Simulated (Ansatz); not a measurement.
## Several solutions for singlet MgO

```
atom   x (Å)   y (Å)   z (Å)
  Mg  0.0000  0.0000  0.0000
   O  0.0000  0.0000  4.0250
```

Basis set: 6-31G (spherical functions). Charge 0, multiplicity 1.

UHF was run from several starts with Ansatz (development build ahead of 0.2.0).

```csv
run,program,start,converged,energy (hartree),<S²>
A,Ansatz,"atomic start, no search",yes,-274.25183,0.00
B,Ansatz,stability test followed,yes,-274.33199,1.01
C,Ansatz,search for the lowest state,yes,-274.33199,1.01
```

Problem. Which runs reached the lowest solution of this kind, and what is wrong with the others?

Solution. B, C reached the lowest solution found. Converged but too high: A by 2.18 eV. Convergence only shows a stationary point, and even a stable one can lie too high; stability tests and further starts are what find lower ones. Caution: another spin multiplicity may lie lower. Caution: the unrestricted determinant is a mixture of spin states.
